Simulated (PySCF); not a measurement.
AlF3, SMILES [F][Al]([F])[F]. Geometry optimised at B3LYP-D3(BJ)/def2-TZVP. The isomer is the one that the SMILES or the coordinates give; other isomers of the formula were not compared.

The numbers are results of B3LYP-D3(BJ)/def2-TZVP (PySCF), not measurements.

Harmonic wavenumbers (cm⁻¹): 246, 246, 295, 689, 952, 952. Rotational constants (GHz): 6.641, 6.641, 3.320; symmetry number 6.

Work out the zero-point energy and the ideal-gas rigid-rotor harmonic-oscillator thermochemistry at 298.15 K and 1 atm.

ZPE = ½ Σ hcν = ½ × 3380 cm⁻¹ = 20.22 kJ/mol. H − E(el) = 34.38 kJ/mol. Entropy in J/(mol K): translation 164.00, rotation 90.53, vibration 23.08, total 277.61. G − E(el) = -48.39 kJ/mol. Cp = 62.29 J/(mol K).
